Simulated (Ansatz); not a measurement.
SnI4 (Pa-3, No. 205), treated with PBEsol (PAW; Ansatz, an electronic-structure program).

Run with plane-wave cutoff 520 eV, 4×4×4 k mesh, Fermi–Dirac smearing 0.01 eV, scalar-relativistic PAW data made under PBE.

Computed at the level's own relaxed cell.

Task: Estimate the band gap and lattice constant a that the calculation returns.

Result: 
* **band gap**: 1.86 eV (on the SCF k mesh)
* **lattice constant a**: 12.187 Å

Note: the relaxation could not lower the start's symmetry, so the cell can be a saddle point above a distorted one.

Spin–orbit coupling is not included; with these elements it can move the gap by several tenths of an eV or more.

Static lattice: no zero-point or thermal effects.
